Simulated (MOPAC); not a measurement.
MOPAC input (PM7):

```
PM7 1SCF CHARGE=-1 GEO-OK AUX(PRECISION=9) THREADS=1
C5H4N

N     0.01661981 1   -0.02999986 1    1.39162225 1
C    -0.01543844 1   -0.07018388 1   -1.37864102 1
C    -0.00321387 1    1.11294563 1    0.70125942 1
C     0.01978865 1   -1.16819845 1    0.66438837 1
C     0.00495939 1   -1.32735553 1   -0.74026160 1
C    -0.01980593 1    1.14405432 1   -0.68702450 1
H    -0.02881825 1   -0.01569131 1   -2.47237714 1
H    -0.00590766 1    2.03625053 1    1.28067660 1
H     0.03638505 1   -2.06029569 1    1.29842183 1
H    -0.03573655 1    2.10216299 1   -1.20640101 1
```

From the last part of the output:

```
                                                       MOPAC v23.2.5 Linux

          FINAL HEAT OF FORMATION =         55.24092 KCAL/MOL =     231.12802 KJ/MOL

          COSMO AREA              =        114.17 SQUARE ANGSTROMS
          COSMO VOLUME            =        102.48 CUBIC ANGSTROMS

          IONIZATION POTENTIAL    =          2.900626 EV
          HOMO LUMO ENERGIES (EV) =         -2.901  5.393
          NO. OF FILLED LEVELS    =         15
          MOLECULAR WEIGHT        =         78.0933         POINT GROUP:  Cs

          MOLECULAR DIMENSIONS (Angstroms)

            Atom       Atom       Distance
            H    10    H     9     4.85854
            H     8    H     7     4.27375
            C     3    N     1     0.00000

          SCF CALCULATIONS        =          1

   ATOM   CHEMICAL          X               Y               Z
  NUMBER   SYMBOL      (ANGSTROMS)     (ANGSTROMS)     (ANGSTROMS)

     1       N          0.01661981  *  -0.02999986  *   1.39162225  *
     2       C         -0.01543844  *  -0.07018388  *  -1.37864102  *
     3       C         -0.00321387  *   1.11294563  *   0.70125942  *
     4       C          0.01978865  *  -1.16819845  *   0.66438837  *
     5       C          0.00495939  *  -1.32735553  *  -0.74026160  *
     6       C         -0.01980593  *   1.14405432  *  -0.68702450  *
     7       H         -0.02881825  *  -0.01569131  *  -2.47237714  *
     8       H         -0.00590766  *   2.03625053  *   1.28067660  *
     9       H          0.03638505  *  -2.06029569  *   1.29842183  *
    10       H         -0.03573655  *   2.10216299  *  -1.20640101  *

                             CARTESIAN COORDINATES

   1    N        0.016619810    -0.029999860     1.391622250
   2    C       -0.015438440    -0.070183880    -1.378641020
   3    C       -0.003213870     1.112945630     0.701259420
   4    C        0.019788650    -1.168198450     0.664388370
   5    C        0.004959390    -1.327355530    -0.740261600
   6    C       -0.019805930     1.144054320    -0.687024500
   7    H       -0.028818250    -0.015691310    -2.472377140
   8    H       -0.005907660     2.036250530     1.280676600
   9    H        0.036385050    -2.060295690     1.298421830
  10    H       -0.035736550     2.102162990    -1.206401010

           Empirical Formula: C5 H4 N  =    10 atoms

      MOLECULAR POINT GROUP   :   Cs

                  EIGENVALUES
 -30.24005 -22.23672 -19.98189 -16.18185 -15.61787 -12.33317 -10.44293  -9.85692
  -8.92036  -8.19137  -7.45338  -5.26172  -5.18383  -3.95952  -2.90063   5.39331
   5.92308   8.44071   9.30339   9.74997   9.99537  10.49571  10.66130  10.89594
  11.01177  11.63888  11.75125  12.33139

              NET ATOMIC CHARGES AND DIPOLE CONTRIBUTIONS

  ATOM NO.   TYPE          CHARGE      No. of ELECS.   s-Pop       p-Pop
    1          N          -0.428262        5.4283     1.74389     3.68438
    2          C          -0.230887        4.2309     1.09643     3.13446
    3          C          -0.100604        4.1006     1.06544     3.03517
    4          C          -0.094930        4.0949     1.10571     2.98922
    5          C          -0.322592        4.3226     1.42091     2.90168
    6          C          -0.258901        4.2589     1.08315     3.17576
    7          H           0.099840        0.9002     0.90016
    8          H           0.117877        0.8821     0.88212
    9          H           0.109903        0.8901     0.89010
   10          H           0.108556        0.8914     0.89144
 DIPOLE           X         Y         Z       TOTAL
 POINT-CHG.    -0.022     1.796    -0.312     1.823
 HYBRID        -0.018     2.070     0.317     2.094
 SUM           -0.040     3.866     0.005     3.867

          ATOMIC ORBITAL ELECTRON POPULATIONS

     Atom    s        px        py        pz
    1  N   1.74389   1.15733   1.08906   1.43799
    2  C   1.09643   1.04912   1.02146   1.06388
    3  C   1.06544   1.09083   0.97661   0.96773
    4  C   1.10571   1.01428   0.93380   1.04114
    5  C   1.42091   0.60677   1.30673   0.98818
    6  C   1.08315   1.08174   1.06109   1.03292
    7  H   0.90016
    8  H   0.88212
    9  H   0.89010
   10  H   0.89144

 **********************
 *                    *
 * JOB ENDED NORMALLY *
 *                    *
 **********************

 == MOPAC DONE ==
```

The dipole moment of an ion depends on the origin.
